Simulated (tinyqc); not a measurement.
The integration grid: Kohn-Sham R2SCAN on finer and finer grids in the sto-3g basis, for H2O, spin multiplicity 1. Computed by the program tinyqc with PySCF. Self-consistent on each grid; the net force on the molecule should vanish.

Geometry (angstrom):
```
atom,x,y,z
O,0.0000,0.0000,0.0000
H,0.0000,0.8020,0.6710
H,0.0000,-0.8020,0.6710
```

Kohn-Sham energy on Becke grids (radial x angular points per atom):
```
grid,points,residual of the electron count,E (hartree),E - finest (mhartree),largest net force without grid terms (hartree/bohr)
10 x 14,416,-2.72e-02,-75.15992,135.39192,4.69e-02
15 x 26,1156,2.13e-02,-75.33407,-38.75812,1.98e-02
20 x 50,2982,-1.81e-03,-75.30227,-6.95810,5.24e-02
30 x 86,7728,4.08e-05,-75.29471,0.59616,1.63e-02
50 x 194,29056,-4.25e-06,-75.29536,-0.04792,3.86e-03
75 x 302,67882,2.71e-08,-75.29534,-0.02954,2.11e-03
120 x 590,212162,-1.15e-08,-75.29531,0.00000,5.21e-04
```

What does the comparison show, and why?

The energy is within 0.1 mhartree of the finest grid first at 50 x 194. The error has both signs, since quadrature is not variational. The electron count and the net force are cheap signs of a poor grid.
